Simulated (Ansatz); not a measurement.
Geometry optimisation, Ansatz 0.2.0, RKS B3LYP/def2-SVP.

Input:

```yaml
crystal:
  periodic: [false, false, false]
  atoms:
    - { symbol: Al, position_ang: [0.0, 0.0, 0.0] }
    - { symbol: H, position_ang: [0.0, 0.0, 1.56] }
    - { symbol: C, position_ang: [1.706, 0.0, -0.985] }
    - { symbol: H, position_ang: [2.0356, -1.0462, -1.1552] }
    - { symbol: H, position_ang: [1.5695, 0.508, -1.9624] }
    - { symbol: H, position_ang: [2.4756, 0.5381, -0.3932] }
    - { symbol: C, position_ang: [-1.706, 0.0, -0.985] }
    - { symbol: H, position_ang: [-2.2662, -0.9305, -0.7558] }
    - { symbol: H, position_ang: [-2.3102, 0.8797, -0.6796] }
    - { symbol: H, position_ang: [-1.5043, 0.0508, -2.0753] }
basis:
  gaussian: { orbitals: def2-SVP }
hamiltonian:
  xc: b3lyp
relax:
  f_tol: 0.02
  max_steps: 40
```

Launched with:

```bash
$ ansatz run input.yaml --threads 1 --pin off --max-ram 2048MiB --backend cpu --events-out ev --progress --plain --runs-dir out
```

Problem. Where does it end, and by what steps?

Solution. It converged. After 4 steps the energy has fallen by 0.048 eV; H10 moved furthest, 0.12 Å.

| step | energy less start (eV) | largest force component (eV/Å) | accepted |
| --- | --- | --- | --- |
| 0 | 0.0000 | 0.524 | yes |
| 1 | -0.0452 | 0.154 | yes |
| 2 | -0.0479 | 0.048 | yes |
| 3 | -0.0480 | 0.096 | yes |
| 4 | -0.0484 | 0.016 | yes |

```xyz
10
Properties=species:S:1:pos:R:3
Al 0.002 0.013 -0.038
H -0.015 -0.031 1.556
C 1.729 0.021 -0.974
H 2.075 -1.019 -1.127
H 1.676 0.484 -1.974
H 2.522 0.529 -0.399
C -1.719 0.004 -0.986
H -2.299 -0.904 -0.736
H -2.348 0.856 -0.671
H -1.624 0.046 -2.084
```

Whether the end is a true minimum wasn't checked by a vibrational analysis.

Run time: 13 s on 1 thread of Arm Neoverse V2, on a shared host, peak memory 0.15 GiB.
